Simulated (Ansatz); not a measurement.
Ideal-gas functions of `[O]P=O` radical at 298.15 K and 1 bar, from an Ansatz frequency run at PBE0-D4/def2-TZVP.

Molar mass 62.97 g/mol, point group C2v (symmetry number 2), electronic degeneracy 2, moments of inertia 5.013, 58.506, 63.519 u Å². Harmonic wavenumbers (cm⁻¹, unscaled): 397, 1106, 1375.

Use S(trans) = R[1.5 ln M + 2.5 ln T − 1.1517]; rotational temperatures θ = 24.2544 K / I; S(rot) = R[ln(√π/σ · √(T³/θAθBθC)) + 1.5]; for each mode x = 1.438777 ν̃/T, S = R[x/(eˣ − 1) − ln(1 − e⁻ˣ)] and H = RT x/(eˣ − 1); 1 cm⁻¹ = 0.0119627 kJ/mol; R = 8.31446 J/(mol·K).

By hand: the entropy, in J/(mol·K).

Translation 160.5. Rotation: θ = 4.8383, 0.4146, 0.3818 K, giving 83.6. Vibration, mode by mode: 4.07, 0.25, 0.08, in all 4.4. Electronic 5.8. Sum 254.3 J/(mol·K).

By hand: H − E and G − E in kJ/mol, counted from the electronic energy.

Zero-point energy ½ × 2878 × 0.0119627 = 17.2; thermal vibration 0.9; translation, rotation and pV give 4 RT = 9.9. H − E = 28.0 kJ/mol, and G − E = 28.0 − 298.15 × 254.3/1000 = -47.8 kJ/mol.

Vibration gives 2 % of the entropy.
